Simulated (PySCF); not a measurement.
# One molecule, a ladder of functionals, a line

Molecule: SMILES CCCO, C3H8O.

Geometry:
```
atom   x (Å)   y (Å)   z (Å)
  C1  -1.493   0.083   0.265
  C2  -0.186   0.088  -0.510
  C3   1.016  -0.283   0.343
  O4   2.214  -0.344  -0.383
  H5  -1.710  -0.917   0.675
  H6  -1.463   0.786   1.114
  H7  -2.343   0.369  -0.371
  H8  -0.235  -0.612  -1.360
  H9  -0.016   1.090  -0.948
 H10   1.090   0.416   1.203
 H11   0.865  -1.286   0.776
 H12   2.377   0.530  -0.753
```

GIAO shieldings (ppm, equivalent atoms averaged) in PySCF 2.14 on the PBE0-D3(BJ)/def2-SVP geometry, basis pcSseg-2, gas phase, non-relativistic:

```tsv
functional	exact exchange (%)	σ(C3)	σ(O4)
BLYP	0	99.5	267.8
BP86	0	105.5	273.9
PBE	0	105.3	273.2
B3LYP	20	106.6	277.4
PBE0	25	113.5	284.1
BHandHLYP	50	115.5	288.1
HF	100	128.4	301.7
```

**Question.** Fit each shielding as a line in the percentage of exact exchange.

**Answer.** σ(C3) = 103.7 + 0.25 x (rms 2.4 ppm); σ(O4) = 272.4 + 0.30 x (rms 2.5 ppm). The functionals also differ in their semilocal parts, which the line can't hold; Hartree–Fock has no correlation at all.

**Question.** What does the line predict for mPW1PW91 (25 %), and what does the run give?

**Answer.** σ(C3): 110.0 predicted, 113.0 computed; σ(O4): 279.9 predicted, 283.9 computed ppm.
